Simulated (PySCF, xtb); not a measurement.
dichloromethane (CH2Cl2), SMILES ClCCl.

Harmonic wavenumbers (cm⁻¹) from GFN2-xTB in xtb at its own minimum, in rising order: 255, 662, 685, 866, 1100, 1177, 1371, 2975, 2986.

Question: What does PBE-D3(BJ)/def2-TZVP in PySCF 2.14.0 give at its own minimum? (An estimate is asked for; the answer gives what the named calculation found.)

Answer: 272, 694, 708, 871, 1128, 1235, 1409, 3040, 3116. Paired by order, the mean absolute difference is 44 cm⁻¹ and the zero-point energies are 17.3 and 17.8 kcal/mol.
